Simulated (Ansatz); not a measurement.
CH4Si (SMILES [CH][SiH3]): the energy, rung by rung

CH4Si has 6 atoms, charge 0, and is taken as a triplet. As SMILES, `[CH][SiH3]`. The shape is that of a GFN2-xTB optimisation.

```csv
atom,x (Å),y (Å),z (Å)
C,0.6673,-0.8522,0.7346
Si,-0.2589,0.4043,-0.1786
H,1.1379,-1.8135,0.7310
H,-1.5441,-0.1432,-0.6446
H,0.5114,0.8610,-1.3475
H,-0.5136,1.5436,0.7052
```

Each level gives the energy change with the C1–H3 bond stretched from 1.070 to 2.141 Å (eV). The values are calculated.

```csv
level,kind,program,value (eV)
USVWN5/STO-3G,LDA,Ansatz,5.16
U-revPBE/STO-3G,GGA,Ansatz,4.86
U-r2SCAN/STO-3G,meta-GGA,Ansatz,4.89
U-wB97M-V/STO-3G,range-separated hybrid,Ansatz,5.62
UBCCD(T)/STO-3G,coupled cluster or CI,Ansatz,4.35
UCCSD(T)/STO-3G,coupled cluster or CI,Ansatz,4.35
UCCSDT/STO-3G,coupled cluster or CI,Ansatz,?
UCCSDTQ/STO-3G,coupled cluster or CI,Ansatz,4.32
FCI/STO-3G,exact in the basis,Ansatz,4.32
```

Question: Estimate what the levels marked ? give.

Answer: As computed at these levels: UCCSDT/STO-3G: 4.33 eV. The first shape isn't each level's own minimum. The values span 4.32 to 5.62 eV. Spin contamination of the reference (⟨S²⟩ at least 0.1 too high) touches USVWN5/STO-3G, U-revPBE/STO-3G, U-r2SCAN/STO-3G, U-wB97M-V/STO-3G, UBCCD(T)/STO-3G, UCCSD(T)/STO-3G, UCCSDT/STO-3G, UCCSDTQ/STO-3G. All rows use very small basis sets, so even the best lies far from the true value.
